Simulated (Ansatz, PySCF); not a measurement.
System: CH₄O, net charge 0, singlet state. 
Coordinates optimised at B3LYP-D3(BJ)/def2-TZVP (Ansatz, an electronic-structure program):
```xyz
6

C     -0.0525     0.6636    -0.0008
O     -0.0399    -0.7570     0.0018
H     -1.0978     0.9691     0.0075
H      0.8740    -1.0577    -0.0054
H      0.4365     1.0833     0.8854
H      0.4213     1.0799    -0.8968
```

Property: atomisation energy (electronic, to ground-state atoms); the coupled-cluster value holds the core correlation from cc-pwCVTZ, in kcal/mol. Correlated levels leave the core frozen unless marked. UHF or UKS for open shells. Spin-orbit coupling is left out. Non-relativistic. CBS marks a two-point X^-3 extrapolation of the correlation energy; Hartree-Fock from the larger set.

Level to compare with: CCSD(T)/CBS(cc-pVTZ,cc-pVQZ) plus the core term (Ansatz), 513.9 kcal/mol. It is a level with limits of its own, and the differences hold the functionals' basis error too.

Task: Rank these functionals by how close they come to CCSD(T)/CBS(cc-pVTZ,cc-pVQZ), closest first: MN15/def2-TZVPD (PySCF); SVWN5/def2-TZVPD (Ansatz); BP86/def2-TZVPD (PySCF).

Result: MN15/def2-TZVPD (hybrid meta-NGA, 512.1 kcal/mol, difference -1.8), BP86/def2-TZVPD (GGA, 527.3 kcal/mol, difference 13.4), SVWN5/def2-TZVPD (LDA, 585.0 kcal/mol, difference 71.1)
